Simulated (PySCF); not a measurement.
**Field gradients at the hydrogen positions**

Compound: C5H12P (charge -1).
Z-matrix (Å and degrees, GFN2-xTB geometry), rows numbered from 1:
```
C 
P   1  1.8602
C   2  1.8801  1   94.25
C   3  1.5219  2  112.17  1   179.64
C   4  1.5294  3  111.12  2   169.10
C   4  1.5234  3  110.32  2   -67.74
H   1  1.0940  2  111.19  3   -63.60
H   1  1.0940  2  111.16  3    58.00
H   1  1.0894  2  107.53  3   177.25
H   3  1.0993  2  108.17  1   -59.44
H   3  1.0993  2  109.44  1    57.23
H   4  1.0960  3  107.46  2    50.00
H   5  1.0899  4  110.15  3    60.02
H   5  1.0891  4  110.69  3   -59.59
H   5  1.0911  4  110.86  3   179.98
H   6  1.0870  4  107.91  3    51.36
H   6  1.0915  4  111.54  3   171.86
H   6  1.0899  4  110.34  3   -67.12
```

Level: PBE0/pcSseg-1 (PySCF, non-relativistic); Q(2H) = 0.00286 b; rigid geometry, the same for H and D, with no vibrational averaging.

Question: Rank these positions by the coupling χzz of a deuteron there, largest first.
A. H16 (methyl hydrogen)
B. H9 (methyl hydrogen)
C. H12 (methine hydrogen)
D. H15 (methyl hydrogen)

Answer: B (220 kHz), D (212 kHz), A (204 kHz), C (200 kHz).

Q: What are Vzz, η and χzz (234.96 MHz × Q × Vzz) at all hydrogens?

A: 
```
atom  bonded to  bond length (Å)  Vzz (au)     η  χzz (kHz)
  H7         C1            1.094    0.3174  0.04        213
  H8         C1            1.094    0.3171  0.04        213
  H9         C1            1.089    0.3274  0.02        220
 H10         C3            1.099    0.3045  0.06        205
 H11         C3            1.099    0.3048  0.06        205
 H12         C4            1.096    0.2971  0.03        200
 H13         C5            1.090    0.3160  0.01        212
 H14         C5            1.089    0.3179  0.00        214
 H15         C5            1.091    0.3161  0.01        212
 H16         C6            1.087    0.3033  0.02        204
 H17         C6            1.092    0.3173  0.02        213
 H18         C6            1.090    0.3178  0.02        214
```

Q: How does χzz go with the bond length over the 12 C–H bonds?

A: A straight-line fit has a slope of -7.3 kHz for each 0.01 Å, with a correlation coefficient of -0.51, over lengths from 1.087 to 1.099 Å.

Q: A static deuteron (I = 1) shows a doublet split by (3/2)χ, (3/4)χ(1 + η) and (3/4)χ(1 − η) with the field along z, y and x of the gradient. What are these for H14?

A: With |χ| = 213.6 kHz and η = 0.003: 320, 161 and 160 kHz, to first order and without motion.

The structure is a single GFN2-xTB conformer in the gas phase; no vibrational or solvent corrections. The pcSseg-1 basis has no diffuse functions, a weakness for an anion. The HOMO energy is positive at this level (+1.62 eV), so the outermost electrons may be held by the finite basis alone. GFN2-xTB bond lengths can be off by several hundredths of an ångström, more for odd bonds, and the gradients follow them. With so small a basis the couplings can be 20 % off.
